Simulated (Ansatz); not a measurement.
Consider a ladder of basis sets of ClH3Si, SMILES [SiH3]Cl (the Ansatz DFT code, driven from Python).

The script, `basis_clh3si.py`:
```python
"""Basis-set convergence for ClH3Si."""

from dataclasses import dataclass
import warnings

import ansatz as az
from ase import Atoms


@dataclass
class Options:
    method: str = "ccsd_t"


settings = Options()

warnings.simplefilter("ignore", az.DeckWarning)

atoms = Atoms(["Si", "Cl", "H", "H", "H"], positions=[
    (-0.0867, -0.0162, -0.0127),
    (1.8105, -0.508, 0.296),
    (-0.977, -0.4808, 1.0971),
    (-0.4995, -0.572, -1.3084),
    (-0.1975, 1.5034, -0.1135),
])
clh3si = az.Crystal.molecule_from_ase(atoms)

base = clh3si.calculation().correlation(settings.method)

energies = {}
for basis in ["cc-pVDZ", "cc-pVTZ"]:
    r = base.basis(gaussian=basis).run().report
    size = r["n_frozen"] + r["n_occupied"][0] + r["n_virtual"][0]
    energies[basis] = (r["reference_energy_ev"] / 27.211386246, r["free_energy_ev"] / 27.211386246)
    print(f"{basis:14s} {size:4d} orbitals  reference {energies[basis][0]:14.6f} Ha  total {energies[basis][1]:14.6f} Ha")

# correlation energy at the basis limit from E(X) = E + A / X^3
small, large = (energies[b][1] - energies[b][0] for b in ("cc-pVDZ", "cc-pVTZ"))
limit = (3 ** 3 * large - 2 ** 3 * small) / (3 ** 3 - 2 ** 3)
print(f"correlation energy: {small:.6f} and {large:.6f} Ha, extrapolated {limit:.6f} Ha")
print(f"share caught by the larger set: {100 * large / limit:.1f} %")
```

How far does the total energy move along this ladder of basis sets?

Against cc-pVDZ: cc-pVTZ -126.5 mHa. The last step alone is -126.47 mHa. From the first set to the last the time grows from 0.6 to 4.4 s.

The output:

Output of `python basis_clh3si.py`:
```text
cc-pVDZ          51 orbitals  reference    -750.216605 Ha  total    -750.496587 Ha
cc-pVTZ         110 orbitals  reference    -750.253846 Ha  total    -750.623056 Ha
correlation energy: -0.279982 and -0.369210 Ha, extrapolated -0.406779 Ha
share caught by the larger set: 90.8 %
```

What to keep in mind:
- The drop along the ladder measures the basis error, and is no property of the molecule.
- The geometry is a force-field or estimated start, not a minimum of this method, and the last set is no limit. Much of the fall in a total is atomic energy, which cancels in bond and reaction energies.
- Inner cores stay frozen, so this is valence correlation.
- For Al to Cl the sets with a tight d function, cc-pV(X+d)Z, are usual.
- An extrapolation from small basis sets is rough.
- Run time: 5.5 s on 1 thread of Arm Neoverse V1, with other jobs on the host, peak memory 0.44 GiB.
